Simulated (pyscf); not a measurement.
F–N(F)–F + HF -> F–F + F–NH–F, a four-centre exchange (singlet surface; F–N, F–H broken, F–F, H–N formed). Single points on ωB97X-D3(BJ)/def2-SVP structures (PySCF, gas phase). Energies in kcal/mol from the separated reactants.

AM1 to PM7: differences of heats of formation from MOPAC, which are fitted to 298 K values and so differ in kind from electronic energies by zero-point and thermal terms. 

In single points PM6 puts the saddle at 147.5 kcal/mol and the reaction energy at +81.4 kcal/mol. Should these be trusted to within a few kcal/mol? Compare with ωB97M-D3(BJ)/def2-TZVP.

ωB97M-D3(BJ)/def2-TZVP gives ΔE‡ = 135.9 kcal/mol and ΔE = +79.9 kcal/mol. PM6 lies 11.6 kcal/mol over it in the barrier and 1.5 kcal/mol over it in the reaction energy, so on this step it does not hold to within 3.0 kcal/mol. ωB97M-D3(BJ)/def2-TZVP has limits of its own. The same reactants have a lower exit, to F• + F–N•–F + HF (no saddle counted: cutting one bond costs +59.0 kcal/mol at ωB97M-D3(BJ)/def2-TZVP, against +135.9 kcal/mol here). One saddle was located; it need not be the lowest between these sides. A restricted solution here is unstable towards spin polarisation, so biradical character is likely and single-reference numbers are less safe.
